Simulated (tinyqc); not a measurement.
CIS and TDHF on RHF in the sto-6g basis, frozen core, for H2O, spin multiplicity 1, step by step (part 1 of 2). Computed by tinyqc, a small Python program that keeps every step (integrals from PySCF). Settings: charge = 0, multiplicity = 1, basis = sto-6g, method = RHF, frozen orbitals = 1, energy threshold = 1e-10, iteration cap = 78, orthogonalisation = symmetric, start = core, DIIS depth = 6, TDHF = 1. Command: `OMP_NUM_THREADS=1 python tinyqc.py 28786 28787 out.jsonl` (the two numbers bound the seeds that draw the settings). One thread of a shared host (Intel(R) Xeon(R) Processor @ 2.60GHz), about 0.1 s of CPU time with the checks. The early iterations of the SCF are left out here.

## One-electron integrals

Geometry (angstrom):
```
atom         x          y         z
O     0.000000   0.000000  0.000000
H     0.000000   0.812000  0.489000
H     0.000000  -0.812000  0.489000
```

Basis sto-6g: exponents (1/bohr^2) and contraction coefficients of normalised primitives:
```
element  l (shell)     exponent  coefficient
O            s (1)  1355.584234     0.009164
O            s (1)   248.544885     0.049361
O            s (1)    69.533902     0.168538
O            s (1)    23.886772     0.370563
O            s (1)     9.275933     0.416492
O            s (1)     3.820341     0.130334
O            s (2)    52.187762    -0.013253
O            s (2)    10.329320    -0.046992
O            s (2)     3.210345    -0.033785
O            s (2)     1.235135     0.250242
O            s (2)     0.536420     0.595117
O            s (2)     0.245881     0.240706
O            p (3)    52.187762     0.003760
O            p (3)    10.329320     0.037679
O            p (3)     3.210345     0.173897
O            p (3)     1.235135     0.418036
O            p (3)     0.536420     0.425860
O            p (3)     0.245881     0.101708
H            s (1)    35.523221     0.009164
H            s (1)     6.513144     0.049361
H            s (1)     1.822143     0.168538
H            s (1)     0.625955     0.370563
H            s (1)     0.243077     0.416492
H            s (1)     0.100112     0.130334
```

Overlap, kinetic and nuclear-attraction integrals over the contracted functions; the nuclear repulsion is the sum of Za Zb / Rab.

nuclear repulsion = 9.25829680 hartree

overlap S, lower triangle:
```
           1O 1s     1O 2s    1O 2px     1O 2py    1O 2pz     2H 1s     3H 1s
1O 1s   1.000000
1O 2s   0.231145  1.000000
1O 2px  0.000000  0.000000  1.000000
1O 2py  0.000000  0.000000  0.000000   1.000000
1O 2pz  0.000000  0.000000  0.000000   0.000000  1.000000
2H 1s   0.056627  0.482919  0.000000   0.339177  0.204258  1.000000
3H 1s   0.056627  0.482919  0.000000  -0.339177  0.204258  0.214322  1.000000
```

kinetic energy T (hartree), lower triangle:
```
            1O 1s     1O 2s    1O 2px     1O 2py    1O 2pz      2H 1s     3H 1s
1O 1s   29.327197
1O 2s   -0.896024  0.842618
1O 2px   0.000000  0.000000  2.531309
1O 2py   0.000000  0.000000  0.000000   2.531309
1O 2pz   0.000000  0.000000  0.000000   0.000000  2.531309
2H 1s   -0.002060  0.132551  0.000000   0.247633  0.149129   0.768522
3H 1s   -0.002060  0.132551  0.000000  -0.247633  0.149129  -0.000325  0.768522
```

nuclear attraction V (hartree), lower triangle:
```
             1O 1s       1O 2s      1O 2px      1O 2py      1O 2pz      2H 1s      3H 1s
1O 1s   -62.374871
1O 2s    -6.409368  -10.100992
1O 2px    0.000000    0.000000  -10.015097
1O 2py    0.000000    0.000000    0.000000  -10.203310
1O 2pz   -0.017281   -0.191592    0.000000    0.000000  -10.083355
2H 1s    -1.799852   -3.917887    0.000000   -2.466143   -1.541688  -5.861572
3H 1s    -1.799852   -3.917887    0.000000    2.466143   -1.541688  -1.411860  -5.861572
```

core Hamiltonian H = T + V (hartree), lower triangle:
```
             1O 1s      1O 2s     1O 2px     1O 2py     1O 2pz      2H 1s      3H 1s
1O 1s   -33.047674
1O 2s    -7.305392  -9.258373
1O 2px    0.000000   0.000000  -7.483788
1O 2py    0.000000   0.000000   0.000000  -7.672001
1O 2pz   -0.017281  -0.191592   0.000000   0.000000  -7.552047
2H 1s    -1.801913  -3.785336   0.000000  -2.218510  -1.392559  -5.093050
3H 1s    -1.801913  -3.785336   0.000000   2.218510  -1.392559  -1.412185  -5.093050
```

## Two-electron integrals

Functions are numbered as in S; the eight-fold symmetry (ij|kl) = (ji|kl) = (kl|ij) leaves the list below.

Two-electron integrals (ij|kl) in chemists' order, unique and non-zero (hartree):
```
(11|11) 4.787491    (21|11) 0.675884    (21|21) 0.121505    (22|11) 1.117379
(22|21) 0.249212    (22|22) 0.817383    (31|31) 0.025762    (32|31) 0.039145
(32|32) 0.180664    (33|11) 1.117381    (33|21) 0.249212    (33|22) 0.817382
(33|33) 0.880663    (41|41) 0.025762    (42|41) 0.039145    (42|42) 0.180664
(43|43) 0.047461    (44|11) 1.117381    (44|21) 0.249212    (44|22) 0.817382
(44|33) 0.785741    (44|44) 0.880663    (51|51) 0.025762    (52|51) 0.039145
(52|52) 0.180664    (53|53) 0.047461    (54|54) 0.047461    (55|11) 1.117381
(55|21) 0.249212    (55|22) 0.817382    (55|33) 0.785741    (55|44) 0.785741
(55|55) 0.880663    (61|11) 0.176837    (61|21) 0.030455    (61|22) 0.061048
(61|33) 0.060915    (61|41) 0.001271    (61|42) 0.002477    (61|44) 0.061208
(61|51) 0.000766    (61|52) 0.001492    (61|54) 0.000176    (61|55) 0.061022
(61|61) 0.007781    (62|11) 0.410099    (62|21) 0.092648    (62|22) 0.334010
(62|33) 0.328614    (62|41) 0.006315    (62|42) 0.045604    (62|44) 0.340493
(62|51) 0.003803    (62|52) 0.027464    (62|54) 0.007153    (62|55) 0.332922
(62|61) 0.023316    (62|62) 0.166354    (63|31) 0.010546    (63|32) 0.058504
(63|43) 0.009516    (63|53) 0.005731    (63|63) 0.024195    (64|11) 0.245547
(64|21) 0.056286    (64|22) 0.216445    (64|33) 0.206559    (64|41) 0.013964
(64|42) 0.086792    (64|44) 0.233388    (64|51) 0.002059    (64|52) 0.017035
(64|54) 0.010426    (64|55) 0.209387    (64|61) 0.014851    (64|62) 0.131114
(64|64) 0.126568    (65|11) 0.147873    (65|21) 0.033896    (65|22) 0.130347
(65|33) 0.124393    (65|41) 0.002059    (65|42) 0.017035    (65|44) 0.129089
(65|51) 0.011786    (65|52) 0.068763    (65|54) 0.012344    (65|55) 0.137558
(65|61) 0.008944    (65|62) 0.078959    (65|64) 0.061651    (65|65) 0.061322
(66|11) 0.536335    (66|21) 0.123403    (66|22) 0.506530    (66|33) 0.486054
(66|41) 0.011439    (66|42) 0.110968    (66|44) 0.531131    (66|51) 0.006889
(66|52) 0.066827    (66|54) 0.027146    (66|55) 0.502402    (66|61) 0.031423
(66|62) 0.312008    (66|64) 0.281208    (66|65) 0.169348    (66|66) 0.774999
(71|11) 0.176837    (71|21) 0.030455    (71|22) 0.061048    (71|33) 0.060915
(71|41) -0.001271   (71|42) -0.002477   (71|44) 0.061208    (71|51) 0.000766
(71|52) 0.001492    (71|54) -0.000176   (71|55) 0.061022    (71|61) 0.007646
(71|62) 0.022419    (71|64) 0.012951    (71|65) 0.008594    (71|66) 0.029702
(71|71) 0.007781    (72|11) 0.410099    (72|21) 0.092648    (72|22) 0.334010
(72|33) 0.328614    (72|41) -0.006315   (72|42) -0.045604   (72|44) 0.340493
(72|51) 0.003803    (72|52) 0.027464    (72|54) -0.007153   (72|55) 0.332922
(72|61) 0.022419    (72|62) 0.132864    (72|64) 0.072248    (72|65) 0.061122
(72|66) 0.202826    (72|71) 0.023316    (72|72) 0.166354    (73|31) 0.010546
(73|32) 0.058504    (73|43) -0.009516   (73|53) 0.005731    (73|63) 0.018639
(73|73) 0.024195    (74|11) -0.245547   (74|21) -0.056286   (74|22) -0.216445
(74|33) -0.206559   (74|41) 0.013964    (74|42) 0.086792    (74|44) -0.233388
(74|51) -0.002059   (74|52) -0.017035   (74|54) 0.010426    (74|55) -0.209387
(74|61) -0.012951   (74|62) -0.072248   (74|64) -0.021148   (74|65) -0.032479
(74|66) -0.097705   (74|71) -0.014851   (74|72) -0.131114   (74|74) 0.126568
(75|11) 0.147873    (75|21) 0.033896    (75|22) 0.130347    (75|33) 0.124393
(75|41) -0.002059   (75|42) -0.017035   (75|44) 0.129089    (75|51) 0.011786
(75|52) 0.068763    (75|54) -0.012344   (75|55) 0.137558    (75|61) 0.008594
(75|62) 0.061122    (75|64) 0.032479    (75|65) 0.046319    (75|66) 0.102124
(75|71) 0.008944    (75|72) 0.078959    (75|74) -0.061651   (75|75) 0.061322
(76|11) 0.142574    (76|21) 0.032449    (76|22) 0.124706    (76|33) 0.122317
(76|44) 0.125193    (76|51) 0.002200    (76|52) 0.018137    (76|55) 0.126607
(76|61) 0.008045    (76|62) 0.059454    (76|64) 0.040470    (76|65) 0.031745
(76|66) 0.110706    (76|71) 0.008045    (76|72) 0.059454    (76|74) -0.040470
(76|75) 0.031745    (76|76) 0.025317    (77|11) 0.536335    (77|21) 0.123403
(77|22) 0.506530    (77|33) 0.486054    (77|41) -0.011439   (77|42) -0.110968
(77|44) 0.531131    (77|51) 0.006889    (77|52) 0.066827    (77|54) -0.027146
(77|55) 0.502402    (77|61) 0.029702    (77|62) 0.202826    (77|64) 0.097705
(77|65) 0.102124    (77|66) 0.321609    (77|71) 0.031423    (77|72) 0.312008
(77|74) -0.281208   (77|75) 0.169348    (77|76) 0.110706    (77|77) 0.774999
```

## Orthogonalisation

S = U s U^T; symmetric (Loewdin) form X = U s^(-1/2) U^T, so that X^T S X = 1.

eigenvalues of S: 0.339009  0.401345  0.899400  1.000000  1.074367  1.384333  1.901546

X, lower triangle:
```
            1O 1s      1O 2s    1O 2px     1O 2py     1O 2pz      2H 1s     3H 1s
1O 1s    1.022905
1O 2s   -0.139510   1.259407
1O 2px   0.000000   0.000000  1.000000
1O 2py   0.000000   0.000000  0.000000   1.134780
1O 2pz  -0.008232   0.099067  0.000000   0.000000   1.041144
2H 1s    0.020477  -0.308062  0.000000  -0.251389  -0.128330   1.216030
3H 1s    0.020477  -0.308062  0.000000   0.251389  -0.128330  -0.077600  1.216030
```

## Starting guess

The start is the orbitals of the core Hamiltonian; D = 2 C_occ C_occ^T.

D at the start, lower triangle:
```
            1O 1s      1O 2s    1O 2px     1O 2py     1O 2pz     2H 1s     3H 1s
1O 1s    2.128631
1O 2s   -0.601010   2.788160
1O 2px   0.000000   0.000000  2.000000
1O 2py   0.000000   0.000000  0.000000   2.470994
1O 2pz  -0.049310   0.316750  0.000000   0.000000   2.144505
2H 1s    0.093605  -0.419783  0.000000  -0.436443  -0.224206  0.155078
3H 1s    0.093605  -0.419783  0.000000   0.436443  -0.224206  0.000903  0.155078
```

## Iteration 8 (converged): orbitals

converged F (hartree), lower triangle:
```
             1O 1s      1O 2s     1O 2px     1O 2py     1O 2pz      2H 1s      3H 1s
1O 1s   -20.477561
1O 2s    -4.960718  -2.332431
1O 2px    0.000000   0.000000  -0.385867
1O 2py    0.000000   0.000000   0.000000  -0.345646
1O 2pz   -0.028183  -0.113386   0.000000   0.000000  -0.347582
2H 1s    -1.222983  -1.021465   0.000000  -0.423474  -0.318076  -0.578782
3H 1s    -1.222983  -1.021465   0.000000   0.423474  -0.318076  -0.353881  -0.578782
```

Diagonalise F' = X^T F X, C = X C', fill 5 alpha and 5 beta electrons from the bottom; D = 2 C_occ C_occ^T. Each column has its largest component positive (the first on a tie).

F' = X^T F X (hartree), lower triangle:
```
            1          2          3          4          5          6         7
1  -20.147084
2   -2.508864  -1.148993
3    0.000000   0.000000  -0.385867
4    0.000000   0.000000   0.000000   0.009696
5   -0.042758   0.104859   0.000000   0.000000  -0.229818
6   -0.217922  -0.534726   0.000000  -0.503436  -0.293692   0.031522
7   -0.217922  -0.534726   0.000000   0.503436  -0.293692  -0.099285  0.031522
```

orbital energies (hartree): MO1 -20.480850, MO2 -1.262917, MO3 -0.644285, MO4 -0.427090, MO5 -0.385867, MO6 0.577200, MO7 0.784788

coefficients C:
```
              MO1        MO2        MO3        MO4       MO5        MO6        MO7
1O 1s    0.996599  -0.222270   0.000000   0.087389  0.000000  -0.128268   0.000000
1O 2s    0.016246   0.835929   0.000000  -0.491932  0.000000   0.929597   0.000000
1O 2px   0.000000   0.000000   0.000000   0.000000  1.000000   0.000000   0.000000
1O 2py   0.000000   0.000000   0.595220   0.000000  0.000000   0.000000   1.029481
1O 2pz   0.002971   0.117509   0.000000   0.822312  0.000000   0.660898   0.000000
2H 1s   -0.003867   0.158384   0.433662   0.257095  0.000000  -0.817681  -0.843725
3H 1s   -0.003867   0.158384  -0.433662   0.257095  0.000000  -0.817681   0.843725
```

D after iteration 8, lower triangle:
```
            1O 1s      1O 2s    1O 2px     1O 2py    1O 2pz      2H 1s     3H 1s
1O 1s    2.100501
1O 2s   -0.425202   1.882076
1O 2px   0.000000   0.000000  2.000000
1O 2py   0.000000   0.000000  0.000000   0.708574
1O 2pz   0.097407  -0.612488  0.000000   0.000000  1.380028
2H 1s   -0.033182   0.011723  0.000000   0.516249  0.460025   0.558522
3H 1s   -0.033182   0.011723  0.000000  -0.516249  0.460025  -0.193728  0.558522
```

## Convergence

Stop when the energy changes by less than 1e-10 hartree and every element of the error matrix X^T (F D S - S D F) X is below 3e-06.

Course of the cycle:
```
iteration   E (hartree)     change  largest element of the error matrix
1          -73.95793279          -                             7.33e-01
2          -75.66050107  -1.70e+00                             5.03e-02
3          -75.66597483  -5.47e-03                             1.73e-02
4          -75.66646841  -4.94e-04                             3.24e-03
5          -75.66649952  -3.11e-05                             5.47e-04
6          -75.66650032  -7.98e-07                             6.43e-05
7          -75.66650033  -8.11e-09                             4.03e-07
8          -75.66650033  -1.71e-13                             5.67e-09
```

PySCF RHF in the same basis = -75.66650033 hartree

Converged in 8 iterations.

## Populations, bond orders and dipole

Mulliken: Z minus the diagonal of D S on the atom; Loewdin: the same with S^(1/2) D S^(1/2); Mayer order: 2 sum_s sum (D(s) S)_ij (D(s) S)_ji over the two atoms.

Charges (e):
```
atom   Mulliken    Loewdin
1O    -0.420304  -0.294400
2H     0.210152   0.147200
3H     0.210152   0.147200
```

Mayer bond orders:
```
pair     order
2-1   0.932921
3-1   0.932921
3-2   0.022915
```

dipole moment about the origin, x y z (debye): 0.000000  0.000000  1.665991

## Integrals over molecular orbitals

(pq|rs) = sum C_ip C_jq C_kr C_ls (ij|kl), one index at a time.

one-electron integrals over orbitals h = C^T H C (hartree), lower triangle:
```
            1          2          3          4          5          6          7
1  -33.033866
2    0.570646  -7.709515
3    0.000000   0.000000  -6.393161
4   -0.216435   0.411526   0.000000  -7.103458
5    0.000000   0.000000   0.000000   0.000000  -7.483788
6    0.338669  -1.415046   0.000000  -0.981468   0.000000  -5.268776
7    0.000000   0.000000  -1.760174   0.000000   0.000000   0.000000  -5.663656
```

Two-electron integrals over orbitals (pq|rs), unique and non-zero (hartree); the lowest 1 orbital is frozen and left out:
```
(22|22) 0.725796    (32|32) 0.146525    (33|22) 0.642816    (33|33) 0.633755
(42|22) 0.003327    (42|33) 0.006272    (42|42) 0.127163    (43|32) 0.020533
(43|43) 0.044362    (44|22) 0.689952    (44|33) 0.604157    (44|42) -0.105064
(44|44) 0.806560    (52|52) 0.145700    (53|53) 0.028730    (54|52) -0.042623
(54|54) 0.054504    (55|22) 0.749849    (55|33) 0.628460    (55|42) -0.062220
(55|44) 0.741073    (55|55) 0.880663    (62|22) 0.141543    (62|33) 0.070992
(62|42) 0.021945    (62|44) 0.101429    (62|55) 0.161595    (62|62) 0.100902
(63|32) -0.049216   (63|43) -0.028711   (63|63) 0.079683    (64|22) 0.091833
(64|33) 0.039174    (64|42) -0.013138   (64|44) 0.108623    (64|55) 0.104602
(64|62) 0.063480    (64|64) 0.058850    (65|52) 0.062183    (65|54) -0.002403
(65|65) 0.039374    (66|22) 0.602105    (66|33) 0.568009    (66|42) 0.061486
(66|44) 0.543457    (66|55) 0.579540    (66|62) 0.087723    (66|64) 0.042225
(66|66) 0.588401    (72|32) 0.042752    (72|43) -0.029834   (72|63) 0.034716
(72|72) 0.062304    (73|22) 0.146336    (73|33) 0.093680    (73|42) -0.067587
(73|44) 0.169876    (73|55) 0.192267    (73|62) 0.080375    (73|64) 0.068405
(73|66) 0.037360    (73|73) 0.148568    (74|32) -0.071427   (74|43) 0.005602
(74|63) 0.044384    (74|72) -0.017402   (74|74) 0.062679    (75|53) 0.023956
(75|75) 0.025149    (76|32) 0.105295    (76|43) 0.045418    (76|63) -0.074475
(76|72) -0.005635   (76|74) -0.055855   (76|76) 0.123807    (77|22) 0.628675
(77|33) 0.613334    (77|42) -0.017137   (77|44) 0.619032    (77|55) 0.632953
(77|62) 0.072234    (77|64) 0.039634    (77|66) 0.563856    (77|73) 0.103587
(77|77) 0.627012
```

## CIS matrix, singlets

A(ia,jb) = (e_a - e_i) d_ij d_ab + 2 (ia|jb) - (ij|ab).

CIS matrix A, singlet (hartree), lower triangle:
```
          2>6        2>7       3>6       3>7       4>6       4>7       5>6       5>7
2>6  1.439816
2>7  0.000000   1.543639
3>6  0.000000  -0.035862  0.812841
3>7  0.055456   0.000000  0.000000  1.112876
4>6  0.065474   0.000000  0.000000  0.091392  0.578534
4>7  0.000000  -0.017668  0.043349  0.000000  0.000000  0.718205
5>6  0.000000   0.000000  0.000000  0.000000  0.000000  0.000000  0.462274
5>7  0.000000   0.000000  0.000000  0.000000  0.000000  0.000000  0.000000  0.588000
```

## CIS singlet states

dipole integrals <i|r|a> (bohr):
```
            x          y          z
2>6  0.000000   0.000000  -0.073859
2>7  0.000000  -0.171962   0.000000
3>6  0.000000  -0.923884   0.000000
3>7  0.000000   0.000000  -0.546603
4>6  0.000000   0.000000  -0.339569
4>7  0.000000  -0.627336   0.000000
5>6  0.084447   0.000000   0.000000
5>7  0.000000   0.000000   0.000000
```

Diagonalise A (1 hartree = 27.211386 eV); each vector has its largest component positive (the first on a tie). The transition dipole is mu = sqrt2 sum c_ia <i|r|a>.

singlet excitation energies (eV): 12.579129  15.233100  16.000295  19.084322  22.516912  30.343596  39.628299  42.065217

lowest vectors:
```
      state 1    state 2   state 3    state 4   state 5    state 6
2>6  0.000000  -0.063470  0.000000   0.000000  0.000000  -0.194330
2>7  0.000000   0.000000  0.000000   0.004182  0.055519   0.000000
3>6  0.000000   0.000000  0.000000  -0.361176  0.931142   0.000000
3>7  0.000000  -0.156506  0.000000   0.000000  0.000000   0.970660
4>6  0.000000   0.985635  0.000000   0.000000  0.000000   0.141615
4>7  0.000000   0.000000  0.000000   0.932488  0.360405   0.000000
5>6  1.000000   0.000000  0.000000   0.000000  0.000000   0.000000
5>7  0.000000   0.000000  1.000000   0.000000  0.000000   0.000000
```

oscillator strengths 2/3 w |mu|^2: 0.004395  0.044605  0.000000  0.059392  1.325092  0.473451

## TDHF (RPA) singlet states

B(ia,jb) = 2 (ia|jb) - (ib|ja); the squared energies are the eigenvalues of (A - B)(A + B); 1 hartree = 27.211386 eV.

TDHF matrix B, singlet (hartree), lower triangle:
```
          2>6        2>7       3>6       3>7       4>6       4>7       5>6       5>7
2>6  0.100902
2>7  0.000000   0.062304
3>6  0.000000  -0.010943  0.079683
3>7  0.126035   0.000000  0.000000  0.148568
4>6  0.063480   0.000000  0.000000  0.092426  0.058850
4>7  0.000000  -0.017402  0.020363  0.000000  0.000000  0.062679
5>6  0.000000   0.000000  0.000000  0.000000  0.000000  0.000000  0.039374
5>7  0.000000   0.000000  0.000000  0.000000  0.000000  0.000000  0.000000  0.025149
```

squared energies w^2 (hartree^2): 0.212147  0.308795  0.345112  0.489084  0.676457  1.205613  2.070654  2.384931

TDHF energies from the positive w^2 (eV): 12.533417  15.121189  15.985654  19.030153  22.380543  29.878212  39.156555  42.023149

## CIS matrix, triplets

A(ia,jb) = (e_a - e_i) d_ij d_ab - (ij|ab).

CIS matrix A, triplet (hartree), lower triangle:
```
           2>6        2>7        3>6        3>7       4>6       4>7       5>6       5>7
2>6   1.238012
2>7   0.000000   1.419031
3>6   0.000000  -0.105295   0.653475
3>7  -0.105295   0.000000   0.000000   0.815739
4>6  -0.061486   0.000000   0.000000  -0.045418  0.460833
4>7   0.000000   0.017137  -0.045418   0.000000  0.000000  0.592847
5>6   0.000000   0.000000   0.000000   0.000000  0.000000  0.000000  0.383527
5>7   0.000000   0.000000   0.000000   0.000000  0.000000  0.000000  0.000000  0.537702
```

## CIS triplet states

Diagonalise A (1 hartree = 27.211386 eV); each vector has its largest component positive (the first on a tie).

triplet excitation energies (eV): 10.436289  12.188630  14.631622  15.428457  18.081538  21.790503  34.446208  39.017950

lowest vectors:
```
      state 1   state 2   state 3   state 4    state 5    state 6
2>6  0.000000  0.096459  0.000000  0.000000   0.000000   0.208672
2>7  0.000000  0.000000  0.000000  0.045367   0.130326   0.000000
3>6  0.000000  0.000000  0.000000  0.507179   0.851165   0.000000
3>7  0.000000  0.149131  0.000000  0.000000   0.000000   0.963709
4>6  0.000000  0.984101  0.000000  0.000000   0.000000  -0.166494
4>7  0.000000  0.000000  0.000000  0.860646  -0.508462   0.000000
5>6  1.000000  0.000000  0.000000  0.000000   0.000000   0.000000
5>7  0.000000  0.000000  1.000000  0.000000   0.000000   0.000000
```
